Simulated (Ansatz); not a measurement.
Compare A (`FC(F)C1CO1`) with its isomer B (`C=CC(O)(F)F`).

Isolated molecules relaxed with PBE0-D4/def2-TZVP in Ansatz; ΔE leaves out vibrations. CCSD(T)/CBS is the MP2 limit (def2-TZVPP, def2-QZVPP) plus CCSD(T) − MP2 in def2-TZVPP, frozen cores. Functionals use def2-TZVPP. B3LYP here is the variant with VWN-RPA as its local correlation; programs differ in this. One conformer a species, not always the lowest.

(1) Which isomer does CCSD(T)/CBS put lower? Give the gap. (Best estimate.)

(2) Give E(B) − E(A) in kcal/mol with B3LYP-D4, MP2/def2-TZVPP, CCSD/def2-TZVPP, CCSD(T)/def2-TZVPP, r2SCAN-D4, ωB97M-V, B2PLYP. (Estimate.)

Largest T1 diagnostic: 0.012.

## Answers

(1) Ansatz gave: B, by 26.0 kcal/mol.

(2) Ansatz gave: B3LYP-D4 -25.8, MP2/def2-TZVPP -24.1, CCSD/def2-TZVPP -25.4, CCSD(T)/def2-TZVPP -25.5, r2SCAN-D4 -24.2, ωB97M-V -25.2, B2PLYP -25.4. None reverses the order clearly.

In def2-TZVPP, CCSD(T) changes the Hartree–Fock value by +2.4 kcal/mol (the triples alone add −0.1 kcal/mol) and MP2 by +3.8 kcal/mol.
